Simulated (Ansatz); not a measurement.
Results of LDA (Ansatz, a first-principles code, plane waves, PAW) for rhombohedral A7 Bi.

Run with plane-wave cutoff 520 eV, 18×18×18 k mesh, Fermi–Dirac smearing 0.088 eV (set by the program), scalar-relativistic PAW data made under PBE.

Cell (relaxed at this level):

```xyz
2
Lattice="2.2464 1.2970 3.8328 -2.2464 1.2970 3.8328 0.0000 -2.5939 3.8328" Properties=species:S:1:pos:R:3 pbc="T T T"
Bi     0.0000     0.0000     8.7701
Bi     0.0000     0.0000     2.7284
```

Task: What does this level give for the elastic constant C13, Voigt–Reuss–Hill bulk modulus, elastic constant C66, elastic constant C12, elastic constant C11, elastic constant C33 and elastic constant C44?

Result: 
* **elastic constant C13**: 30.2 GPa
* **Voigt–Reuss–Hill bulk modulus**: 42.0 GPa
* **elastic constant C66**: 22.2 GPa
* **elastic constant C12**: 34.0 GPa
* **elastic constant C11**: 78.5 GPa
* **elastic constant C33**: 47.0 GPa
* **elastic constant C44**: 12.2 GPa

Measured, for comparison: elastic constant C13 25.4 GPa, elastic constant C12 24.5 GPa, elastic constant C11 69.3 GPa, elastic constant C33 40.4 GPa, elastic constant C44 13.5 GPa (4 K, zero-point motion not removed; as tabulated in Arnaud et al. (2016), arXiv:1602.08959); elastic constant C66 19.4 GPa (301 K, no zero-point or thermal correction; as tabulated in Elastic Constants of Bismuth (J. Appl. Phys.)). Computed (rounded) less measured: elastic constant C13 +19 %, elastic constant C66 +14 %, elastic constant C12 +39 %, elastic constant C11 +13 %, elastic constant C33 +16 %, elastic constant C44 -10 %.

Elastic constants are with the ions relaxed.

Spin–orbit coupling is not included; it can shift volumes and moduli of such heavy elements.

Static lattice: no zero-point or thermal effects.

Computing time: around 70 core-minutes (rough).
